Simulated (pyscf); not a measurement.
H₃Si–SiH₂–GeH₃ → H₃Si–SiH=GeH₂ + hydrogen (H₂), an elimination (singlet surface; H–Si, Ge–H broken, H–H formed). Structures and frequencies: ωB97X-D3(BJ)/def2-SVP in PySCF. Energies in eV from the reactant's lowest minimum found.

AM1 to PM7: differences of heats of formation from MOPAC. 

Problem. Quick PM3 single points give ΔE‡ = 2.93 eV and ΔE = +0.80 eV. What does ωB97M-D3(BJ)/def2-TZVP give, and how far is the quick result from it?

Solution. ωB97M-D3(BJ)/def2-TZVP gives ΔE‡ = 3.42 eV and ΔE = +2.04 eV. PM3 lies 0.49 eV under it in the barrier and 1.24 eV under it in the reaction energy, so on this step it does not hold to within 0.13 eV. ωB97M-D3(BJ)/def2-TZVP has limits of its own. At the saddle there is also a short Ge–H contact that neither side keeps. The same reactants have a lower exit, to GeH₂ [singlet] + H₃Si–SiH₃ (highest point, the separated products, at +1.82 eV at ωB97M-D3(BJ), against +3.42 eV here). H₃Si–SiH=GeH₂ may be a fragile minimum: a first optimisation, from another start, lost the drawn bonds. H₃Si–SiH=GeH₂ lies 0.41 eV over its isomer H₃Si–Ge:–SiH₃ [singlet] (electronic energy, ωB97M-D3(BJ)). This is the saddle that the search found; another between the same sides may lie lower. In the def2 sets elements up to Kr have no core potential.
